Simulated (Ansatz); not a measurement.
Geometry optimisation, UKS B3LYP-D4/def2-SVPD (Ansatz).

input.yaml

```yaml
crystal:
  periodic: [false, false, false]
  atoms:
    - { symbol: H, position_ang: [0.326202, -0.859708, 1.157255] }
    - { symbol: B, position_ang: [-0.325587, 0.149191, -0.947698] }
    - { symbol: "N", position_ang: [0.228878, 0.029073, 0.635078] }
    - { symbol: H, position_ang: [0.503362, -0.286786, -1.704746] }
    - { symbol: H, position_ang: [-1.499087, -0.11749, -0.988965] }
    - { symbol: H, position_ang: [-0.384924, 0.619237, 1.197899] }
    - { symbol: H, position_ang: [1.151155, 0.466383, 0.651277] }
magnetization:
  spin_polarized: true
  initial_magnetization: 1
basis:
  gaussian: { orbitals: def2-SVPD }
hamiltonian:
  xc: b3lyp
  dispersion: d4
relax:
  f_tol: 0.03
  max_steps: 50
```

Launched with:

```bash
$ ansatz run input.yaml --threads 2 --pin off --max-ram 3072MiB --backend cpu --events-out ev --progress --plain --runs-dir out
```

**Question.** Where does it end, and by what steps?

**Answer.** The run converged. After 4 steps the energy has fallen by 0.072 eV; H1 moved furthest, 0.16 Å.

| step | energy less start (eV) | largest force component (eV/Å) | accepted |
| --- | --- | --- | --- |
| 0 | 0.0000 | 0.675 | yes |
| 1 | -0.0520 | 0.489 | yes |
| 2 | -0.0667 | 0.286 | yes |
| 3 | -0.0722 | 0.041 | yes |
| 4 | -0.0725 | 0.009 | yes |

```xyz
7
Properties=species:S:1:pos:R:3
H 0.277 -0.868 1.010
B -0.311 0.140 -0.907
N 0.226 0.082 0.612
H 0.510 -0.322 -1.661
H -1.484 -0.143 -0.950
H -0.381 0.629 1.224
H 1.162 0.482 0.673
```

Whether the end is a true minimum wasn't checked by a vibrational analysis.

The run took 7.2 s on 2 threads of Arm Neoverse V2 (shared host), peak memory 0.14 GiB.
